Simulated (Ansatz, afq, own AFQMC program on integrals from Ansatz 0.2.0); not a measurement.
**Atomization energy of BSiH, singlet**

```xyz
3

Si    0.0000    0.0000    0.1742
B     0.0000    0.0000   -1.8643
H     0.0000    0.0000    1.6901
```

Connectivity, by distances: SiH–B.

Atoms in their ground-state spins without spin–orbit coupling (mostly on UHF) minus the molecule (RHF), without zero-point energy. The geometry is a stationary point, not shown to be a minimum.

Basis 6-31G. Noble-gas cores (and the filled d shells of Ga–Kr and In–Xe) are frozen. AFQMC by an in-house program on the Cholesky factors that Ansatz 0.2.0 writes for its CCSD(T) run. The CISD trial takes its coefficients from CCSD amplitudes. Released means that phaseless walkers are propagated on without the constraint, phases kept. Uncertainties: one standard error, sampling alone. The errors of all members are added in quadrature.

Full CI on the same integrals is exact in this basis and with this determinant's frozen core.

Errors are counted within 6-31G, not against nature.

Cautions: BSiH (singlet): another spin lies lower, restricted determinant unstable towards unrestricted (UHF 961 meV lower, ⟨S²⟩ 1.79), strong correlation (T1 0.043, weight of the determinant 0.82, largest double 0.14), the CCSDT(Q) amplitudes may be one of several solutions (largest double 0.55), the CCSDTQ amplitudes may be one of several solutions (largest double 0.93), the released energies are still falling, so no released level is given (meV from the phaseless value at times in 1/Eh: 2 ± 13 at 0.24, -3 ± 12 at 0.51, -4 ± 11 at 0.99, -21 ± 13 at 1.62, -29 ± 12 at 2.40), the determinant fills πx and πy unequally, so it mixes two states of the linear molecule, and each level undoes that mixture to a different degree, while full CI gives the lower state, CCSDTQ on the UHF determinant differs (841 meV lower), perhaps since the unrestricted series falls towards higher spin, its ph-AFQMC/CISD value lies 91 ± 12 meV above full CI.

```tsv
level	atomization energy (kcal/mol)
MP2	62.4
HF	30.8
```

(1) From these cheaper values, estimate the atomization energy at the reference level in 6-31G.

(1) 74.6 kcal/mol (full CI in 6-31G).

```json
{"level": "CCSD", "atomization energy (kcal/mol)": "67.7", "error against FCI (kcal/mol)": "-7.0"}
{"level": "CCSD(T)", "atomization energy (kcal/mol)": "71.4", "error against FCI (kcal/mol)": "-3.2"}
{"level": "ph-AFQMC/HF", "atomization energy (kcal/mol)": "78.7 ± 0.9", "error against FCI (kcal/mol)": "4.1 ± 0.9"}
{"level": "ph-AFQMC/CISD", "atomization energy (kcal/mol)": "72.6 ± 0.3", "error against FCI (kcal/mol)": "-2.0 ± 0.3"}
```

Correlation beyond CCSD(T) adds 3.2 kcal/mol. The perturbative (T) step is worth +3.8 kcal/mol. Where a determinant mixes two states, these steps and errors hold in part the undoing of that mixture, and only full CI is sure.
